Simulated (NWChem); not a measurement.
**Worked example: vertical ionisation energy of C4H6 (1,3-butadiene)**

C4H6 has 10 atoms, charge 0, and is taken as a singlet. As SMILES, `C=CC=C`. The shape is that of a PBE0-D4/def2-TZVP optimisation. This is one conformer, not always the lowest.

Both states at this one shape; open shells run unrestricted unless said. 1 Eh = 27.2114 eV.

```tsv
level	program	singlet C4H6 (Eh)	doublet [C4H6]+ (Eh)
B3LYP/3-21G	NWChem	-155.140260	-154.817371
B3LYP/STO-3G	NWChem	-154.073823	-153.793773
CCSD(T)/6-31G* (spherical functions), 4 core orbitals frozen	NWChem	-155.480741	-155.160728
```

Q: Work out the vertical ionisation energy at each level.

A: 
1. B3LYP/3-21G: -154.817371 − (-155.140260) = 0.322889 Eh = 8.79 eV.
2. B3LYP/STO-3G: -153.793773 − (-154.073823) = 0.280050 Eh = 7.62 eV.
3. CCSD(T)/6-31G* (spherical functions): -155.160728 − (-155.480741) = 0.320013 Eh = 8.71 eV.

No measured value is set beside it here; the levels span 7.62 to 8.79 eV. Minimal sets are far from the basis-set limit. The second state is spin-contaminated at CCSD(T)/6-31G* (spherical functions) (⟨S²⟩ = 0.89).
